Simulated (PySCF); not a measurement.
C₃HF₃.
SMILES with atom numbers: `[CH:1]#[C:2][C:3]([F:4])([F:5])[F:6]` (hydrogens: H7 on C1)

The same species was optimised twice, with GFN2-xTB and with PBE0-D3(BJ)/def2-SVP (PySCF), and the same property calculations (PySCF, gas phase) were run on both structures.

```tsv
coordinate	GFN2-xTB	PBE0-D3(BJ)/def2-SVP	change
C2–C3 (Å)	1.458	1.469	+0.011
C1≡C2 (Å)	1.196	1.207	+0.011
C3–F5 (Å)	1.341	1.331	-0.010
C3–F6 (Å)	1.341	1.331	-0.010
C3–F4 (Å)	1.341	1.332	-0.009
F4–C3–F6 (°)	106.9	107.9	+1.0
F5–C3–F6 (°)	106.9	107.9	+1.0
C2–C3–F5 (°)	111.9	111.0	-0.9
F4–C3–F5 (°)	106.9	107.9	+1.0
C2–C3–F6 (°)	112.0	111.0	-1.0
C2–C3–F4 (°)	111.9	111.0	-0.9
C1–C2–C3 (°)	180.0	179.9	-0.1
```

Rotational constants: A = 5729, B = 2873, C = 2873 MHz (GFN2-xTB) against A = 5739, B = 2878, C = 2877 MHz (PBE0-D3(BJ)/def2-SVP). Point groups within 0.08 Å: C3v and C3v. Atoms that the bonding makes alike are paired by their places after alignment.

On the GFN2-xTB structure: HOMO (eV) -9.43 [PBE0/pcSseg-1]; LUMO (eV) -0.33 [PBE0/pcSseg-1]; dipole (D) 2.51 [PBE0/pcSseg-1]; GIAO shielding of C1 (ppm) 102.8 [PBE0/pcSseg-1]; GIAO shielding of C2 (ppm) 111.5 [PBE0/pcSseg-1]; GIAO shielding of C3 (ppm) 64.1 [PBE0/pcSseg-1]; GIAO shielding of F4/F5/F6 (mean) (ppm) 234.0 [PBE0/pcSseg-1].

**Question.** What do these properties become on the PBE0-D3(BJ)/def2-SVP structure?

**Answer.** 
```json
{"property": "HOMO (eV)", "level": "PBE0/pcSseg-1", "on GFN2-xTB": "-9.43", "on PBE0-D3(BJ)/def2-SVP": "-9.28", "change": "+0.15"}
{"property": "LUMO (eV)", "level": "PBE0/pcSseg-1", "on GFN2-xTB": "-0.33", "on PBE0-D3(BJ)/def2-SVP": "-0.24", "change": "+0.09"}
{"property": "dipole (D)", "level": "PBE0/pcSseg-1", "on GFN2-xTB": "2.51", "on PBE0-D3(BJ)/def2-SVP": "2.31", "change": "-0.20"}
{"property": "energy, GFN2-xTB geometry as zero (kcal/mol)", "level": "PBE0/pcSseg-1", "on GFN2-xTB": "0.0", "on PBE0-D3(BJ)/def2-SVP": "-0.1", "change": "-0.1"}
{"property": "GIAO shielding of C1 (ppm)", "level": "PBE0/pcSseg-1", "on GFN2-xTB": "102.8", "on PBE0-D3(BJ)/def2-SVP": "103.1", "change": "+0.3"}
{"property": "GIAO shielding of C2 (ppm)", "level": "PBE0/pcSseg-1", "on GFN2-xTB": "111.5", "on PBE0-D3(BJ)/def2-SVP": "109.7", "change": "-1.8"}
{"property": "GIAO shielding of C3 (ppm)", "level": "PBE0/pcSseg-1", "on GFN2-xTB": "64.1", "on PBE0-D3(BJ)/def2-SVP": "66.0", "change": "+1.9"}
{"property": "GIAO shielding of F4/F5/F6 (mean) (ppm)", "level": "PBE0/pcSseg-1", "on GFN2-xTB": "234.0", "on PBE0-D3(BJ)/def2-SVP": "240.8", "change": "+6.8"}
```

The heavy atoms differ by 0.009 Å rms after alignment. Among bonds between heavy atoms C1≡C2, C2–C3, C3–F5 and C3–F6 change most and about equally (-0.010 to +0.011 Å). Changes are differences of the printed values. Neither structure is proved a minimum here.
